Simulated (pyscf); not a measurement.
Thermochemistry of product channels of `[BH]=[O]` + `[BH3]` on the singlet surface, in eV, from ωB97M-D3(BJ)/def2-TZVP energies (ideal gas, 1 atm, RRHO with modes under 100 cm⁻¹ raised to 100, one conformer, R ln 2 for chiral ones without a mode under 150 cm⁻¹). Structures and frequencies: ωB97X-D3(BJ)/def2-SVP in PySCF.

| products | ΔE | ΔH(298 K) | ΔG(298 K) | ΔG(1200 K) |
|---|---|---|---|---|
| `[BH2][B]=[O]` + `[H][H]` | +0.18 | +0.09 | +0.13 | +0.14 |
| `[BH]` [singlet] + `[BH2][OH]` | +3.20 | +3.22 | +3.18 | +3.07 |
| `[BH2][BH][OH]` | -0.25 | -0.12 | +0.25 | +1.36 |
| `[BH2][O][BH2]` | -1.70 | -1.59 | -1.18 | +0.03 |

These are energies of the channels, which say nothing of barriers.
